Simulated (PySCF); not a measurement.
## How methods differ on the ionisation energy of Cl

Cl [Ne] 3s2 3p5 (2P) → Cl⁺ [Ne] 3s2 3p4 (3P), as a difference of total energies. All numbers are calculated (PySCF 2.14, the spin-free X2C one-electron Hamiltonian (Gaussian nucleus), in aug-cc-pCVTZ-DK). Correlated levels: valence: [Ne] frozen. The calculations carry no spin-orbit coupling.

```json
{"method": "UHF", "ionisation energy (eV)": "11.752", "error (eV)": "-1.222"}
{"method": "MP2 (valence)", "ionisation energy (eV)": "12.753", "error (eV)": "-0.221"}
{"method": "SCS-MP2 (valence)", "ionisation energy (eV)": "12.753", "error (eV)": "-0.221"}
{"method": "CCSD (valence)", "ionisation energy (eV)": "12.711", "error (eV)": "-0.263"}
{"method": "CCSD(T) (valence)", "ionisation energy (eV)": "12.762", "error (eV)": "-0.212"}
```

Reference: 12.974 eV (measured; NIST levels, between the centres of gravity of the two terms).

Errors of the correlated levels include the incompleteness of this basis and the frozen core.
